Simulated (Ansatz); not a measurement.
A nudged elastic band was laid between two geometries of CH₅AlS (8 atoms, charge 0, multiplicity 1).

Level of theory: RKS PBE-D4/def2-SVP (Ansatz 0.2.0).

```json
{
 "movable images": "7",
 "climbing image": "yes",
 "spring": "5.0 eV/Å²",
 "optimiser": "quadratic models (default)",
 "start path": "IDPP",
 "force threshold": "0.03 eV/Å",
 "iteration limit": "60",
 "end points": "relaxed"
}
```

Initial state:

```xyz
8
Properties=species:S:1:pos:R:3
C -0.736 1.072 -0.422
Al 0.576 -0.333 -0.049
S 0.004 -1.928 1.364
H -0.357 2.057 -0.075
H -1.712 0.892 0.072
H -0.916 1.171 -1.514
H 2.036 -0.408 -0.699
H 1.197 -2.580 1.266
```

Final state:

```xyz
8
Properties=species:S:1:pos:R:3
C -0.593 0.918 -0.370
Al 0.882 -0.361 -0.176
S 0.723 -2.125 1.140
H -0.284 1.921 -0.006
H -1.510 0.625 0.181
H -0.863 1.043 -1.441
H 2.285 -0.233 -0.928
H -0.549 -1.845 1.543
```

Task: What changes between the two ends?

Result: No bond is made or broken. The dihedral C1–Al2–S3–H8 goes from -180 to 0°.

Task: Give the energies along the band, and the barrier.

Result: The forces met the threshold. The highest image is number 4 of 0 to 8, 0.32 eV above the first end and 0.31 eV above the last; the last end lies 0.01 eV above the first. A vibrational analysis at the climbing image gives one clearly imaginary mode, 337i cm⁻¹, and a faint second one (13i cm⁻¹) that may be numerical noise or a soft torsion: probably a first-order saddle point.

```csv
image,path coordinate (Å),energy (eV),dihedral C1–Al2–S3–H8 (°)
0,0.00,0.00,-180
1,0.40,0.04,159
2,0.79,0.15,136
3,1.19,0.26,114
4,1.59,0.32,91
5,1.99,0.26,67
6,2.39,0.14,42
7,2.80,0.03,16
8,3.20,0.01,0
```

Task: What is the geometry of the highest image?

Result: 
```xyz
8
Properties=species:S:1:pos:R:3:forces:R:3
C -0.777 0.788 -0.600 0.00 0.00 0.00
Al 0.795 -0.072 0.192 0.00 0.00 0.00
S 0.603 -1.453 1.945 0.00 0.00 -0.01
H -0.755 1.878 -0.376 0.00 0.00 0.00
H -1.735 0.386 -0.216 0.00 0.00 0.00
H -0.771 0.701 -1.707 0.00 0.00 0.00
H 2.260 0.224 -0.383 0.00 0.00 0.00
H 0.472 -2.509 1.089 0.00 0.00 0.00
```

The run took 2.1 min on 1 thread of Arm Neoverse N1, on a shared host, peak memory 0.14 GiB.
